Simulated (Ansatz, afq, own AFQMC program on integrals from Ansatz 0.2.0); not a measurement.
**Where AFQMC and coupled cluster stand for SiN⁺, quintet**

```xyz
2

Si    0.0000    0.0000    0.0000
N     0.0000    0.0000    1.8891
```

Basis 6-31G. Only valence electrons are correlated. Ansatz 0.2.0 and our own AFQMC program on the same integrals; the CISD trial comes from CCSD amplitudes, and released means the phaseless constraint is let go. Uncertainties: one standard error, sampling alone.

Determinant: UHF, the one that the program's search chose, which needn't be the lowest solution. The geometry is a PBE0/def2-TZVP stationary point of this or a neighbouring charge and spin state.

Full CI on the same integrals is exact in this basis and with this determinant's frozen core.

Cautions: lower spins were not checked; the ph-AFQMC/CISD walk drifts between its halves (2.3 errors).

- T1 diagnostic: 0.0304
- weight of the determinant in the CISD state: 0.919
- ⟨S²⟩ of the determinant: 6.023
- size of the correlated space: 8 electrons in 16 orbitals

```
  level  correlation energy (eV)
    MP2                  -1.4721
   CCSD                  -2.1270
CCSD(T)                  -2.1630
```

Question: Estimate where full CI lies against CCSD(T) on the same integrals.

Answer: 1.5 kJ/mol below CCSD(T).

Reference: full CI, correlation energy -2.179 eV. The released energy is read at 2.40 1/Eh (meV from the phaseless value at times in 1/Eh: -2.1 ± 2.1 at 0.24, -1.5 ± 2.2 at 0.51, -5.2 ± 2.2 at 0.99, -6 ± 3 at 1.62, -7 ± 3 at 2.40).

```
         level  E − E(reference) (kJ/mol)  share of correlation (%)
       CCSD(T)                        1.5                     99.29
         CCSDT                        0.3                     99.87
      CCSDT(Q)                        0.0                     99.98
        CCSDTQ                        0.0                    100.00
 ph-AFQMC/CISD                  0.6 ± 0.2                     99.73
released AFQMC                 -0.1 ± 0.3                    100.06
```

CCSDT and higher add their correlation energy to the determinant of the CCSD(T) run, since their own runs factorise the integrals more tightly (a shift of under 2 meV). A walk keeps the symmetry of its determinant, which the program's search chose and which needn't be the lowest solution, so a lower state of the same spin and another symmetry isn't excluded. Released energies are given only where the last usable release times agree within the noise; a slower fall can still hide under it.
